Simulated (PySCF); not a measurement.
Stepwise substitution at one centre (B H-Cl). All species are isolated molecules in the gas phase. Strings in code marks are SMILES.

The S1 excitation (TDA) from two functionals at the same geometries (CAM-B3LYP-D3(BJ)/def2-TZVP), both in PySCF: PBE-D3(BJ)/def2-TZVP and CAM-B3LYP-D3(BJ)/def2-TZVP. Excitations are Tamm–Dancoff values on a coarser integration grid. The basis has no diffuse functions, so Rydberg states are missing or too high.

```tsv
species	CAM-B3LYP-D3(BJ)/def2-TZVP (eV)
1 of 3 H replaced by Cl (`BCl`)	5.08
2 of 3 H replaced by Cl	5.90
3 of 3 H replaced by Cl (`B(Cl)(Cl)Cl`)	5.92
```

### Question
What does PBE-D3(BJ)/def2-TZVP give for each?

### Answer

- 1 of 3 H replaced by Cl (`BCl`): 4.57
- 2 of 3 H replaced by Cl: 5.29
- 3 of 3 H replaced by Cl (`B(Cl)(Cl)Cl`): 5.12
Over these rows, drawn at random from the members with no instability flagged (it was tested for open shells, ions and some series alone), PBE minus CAM-B3LYP-D3(BJ): mean -0.64 eV, from -0.81 eV to -0.51 eV.
